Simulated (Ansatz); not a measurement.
Results of PBE-D4 in Ansatz (plane waves, PAW) for hcp Lu.

Settings: plane-wave cutoff 500 eV, 24×24×14 k mesh (along the axes of the cell as run), Fermi–Dirac smearing 0.1 eV, scalar-relativistic PAW data made under PBE.

Computed at the level's own relaxed cell.

Task: What does this level give for the equilibrium volume per atom, lattice constant a and lattice parameter c?

Result: 
- equilibrium volume per atom: 28.55 Å³/atom
- lattice constant a: 3.482 Å
- lattice parameter c: 5.439 Å

Measured, for comparison: equilibrium volume per atom 29.52 Å³/atom (room temperature, not corrected to a static lattice; as tabulated in Söderlind et al. (2014), doi:10.1088/0953-8984/26/41/416001); lattice constant a 3.505 Å (293 K, not corrected to a static lattice; as tabulated in Wikipedia's data pages); lattice parameter c 5.549 Å (293 K, not corrected to a static lattice, our sources range from 5.549 to 5.563; as tabulated in Wikipedia's data pages). Computed (rounded) less measured: equilibrium volume per atom -3.3 %, lattice constant a -0.7 %, lattice parameter c -2.0 % (-2.0 % to -2.2 % over the range). A static lattice is as a rule a little smaller and stiffer than an uncorrected measurement, which narrows the difference in the lattice constant a, lattice parameter c and would widen misses of the other sign.

Spin–orbit coupling is not included.

Computed values are for the static lattice.

Cost on a shared machine: roughly 5 core-minutes.

Ansatz is an electronic-structure program.
